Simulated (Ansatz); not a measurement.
**HBN⁺, singlet in 6-31G: errors against full CI**

Geometry: that of the HBN, doublet, kept fixed. The triplet lies 1.4 eV lower here.

```xyz
3

B     0.0000    0.0000    0.0439
N     0.0000    0.0000   -1.2617
H     0.0000    0.0000    1.2178
```

Basis 6-31G; Ansatz 0.2.0. Correlated methods freeze the noble-gas cores, which leaves 8 electrons in 18 orbitals. Prefix R: restricted or restricted open-shell reference; prefix U: unrestricted. Active spaces: valence = (8e, 9o) chosen from the atoms' valence shells.

Full CI is exact within this basis and frozen core; it isn't the basis-set limit. The frozen core follows each run's orbitals, which can shift R against U totals by a few meV.

The determinant fills πx and πy unequally, so it is a mixture of Σ and Δ, which weighs on every level built on one determinant.

The UHF ⟨S²⟩ is 1.000, the T1 diagnostic (RCCSD) is 0.0187 and the largest doubles amplitude (RCCSD) is 0.135.

```tsv
level	E − E(full CI) (meV)	share of correlation (%)	wall time
RHF	3855	0.00	–
UHF†	2410	–	–
RMP2	1034	73.18	–
UMP2†	-22	–	–
CISD	437	88.66	0.39 s
RCCSD	242	93.72	–
UCCSD*†	-881	–	–
RCCSD(T)	135	96.49	0.3 s
UCCSD(T)*†	-1113	–	0.93 s
BCCD(T)	137	96.44	0.36 s
RCCSDT*	42	98.91	–
UCCSDT*†	-1330	–	–
CISDTQ	37	99.03	1.7 s
RCCSDT(Q)*	-5	100.14	1.4 s
UCCSDT(Q)*†	-1360	–	3.4 s
RCCSDTQ*	1	99.96	9.5 s
UCCSDTQ*†	-1353	–	30 s
CASSCF (valence space)	991	74.29	–
NEVPT2 (valence space)	243	93.69	5 s
MRCISD (valence space)	23	99.39	–
MRCISD+Q (valence space)	9	99.78	7.5 s
```

An asterisk marks runs whose energy the program itself flagged as in doubt. A dagger marks rows that describe another state than the reference (another or a broken symmetry, a higher spin or other natural occupations), so the difference isn't the method's error.

The correlation energy at full CI, counted from RHF, is -3.855 eV. That run took 18 s on 1 thread of Arm Neoverse V1, shared host over 2,340,352 determinants.

Times hold each run's SCF and search for its determinant on a shared host, so for small cases they say little of a method's own cost; they ran on 1 thread of Arm Neoverse V1.

Not variational, and here over 5 meV under the exact energy: RCCSDT(Q).

Unrestricted levels hold only the spin's projection, and here they fall towards a lower state of higher spin.

The full-CI state has the irrep A2 of C2v, in the program's axes (one component, if the state is degenerate).

Natural occupations of full CI about the gap: 1.980 1.968 1.964 0.981 0.981 0.031 0.031 0.027 0.013 0.009; effectively unpaired electrons, Σ n²(2−n)², 2.02. No single determinant describes this state well, so single-reference rows can miss without a flag.
